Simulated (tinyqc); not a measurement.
Stretching all distances: RHF, UHF, MP2, CISD and CCSD against full CI in the sto-3g basis, for HF, spin multiplicity 1. Computed by the program tinyqc with PySCF. Command: `OMP_NUM_THREADS=1 python tinyqc.py 111763 111764 out.jsonl`; one thread of a shared host (Intel(R) Xeon(R) Processor @ 2.60GHz), about 7 s.

Geometry (angstrom):
```
atom       x       y       z
F     0.0000  0.0000  0.0000
H     0.0000  0.0000  0.8940
```

All coordinates are multiplied by the scale. c0^2 is the weight of the RHF determinant in the lowest singlet FCI state (UHF is spin-contaminated and may lie near states of higher spin) and n(LUMO) the first natural occupation beyond the occupied space.

Full CI energy (hartree) and errors against it (kcal/mol):
```
scale  distance 1-2 (angstrom)     E(FCI)      RHF     UHF     MP2   CISD   CCSD  <S^2> UHF   c0^2  n(LUMO)
0.970                    0.867  -98.58306   13.974  13.974   4.393  0.000  0.000      0.000  0.988    0.023
1.160                    1.037  -98.60178   22.783  22.783   8.244  0.000  0.000      0.000  0.974    0.051
1.360                    1.216  -98.57517   35.954  35.793  14.497  0.000  0.000      0.065  0.947    0.105
1.550                    1.386  -98.54082   52.448  35.745  22.590  0.000  0.000      0.541  0.905    0.187
1.740                    1.556  -98.51003   72.586  26.110  32.279  0.000  0.000      0.771  0.849    0.299
1.930                    1.725  -98.48695   95.278  16.347  42.248  0.000  0.000      0.885  0.783    0.432
2.130                    1.904  -98.47133  119.757   9.007  50.832  0.000  0.000      0.945  0.713    0.570
2.320                    2.074  -98.46278  141.496   4.815  55.257  0.000  0.000      0.973  0.656    0.684
```

UHF parts from RHF first at scale 1.36 of those listed, where <S^2> leaves zero. The weight c0^2 goes from 0.99 to 0.66 and n(LUMO) from 0.02 to 0.68: static correlation grows as the bonds break into open-shell fragments. The spread of the error along the curve, which distorts its shape, is CISD 0.0, CCSD 0.0, UHF 31.0, MP2 50.9, RHF 127.5 kcal/mol. With one virtual orbital CISD and CCSD are exact.
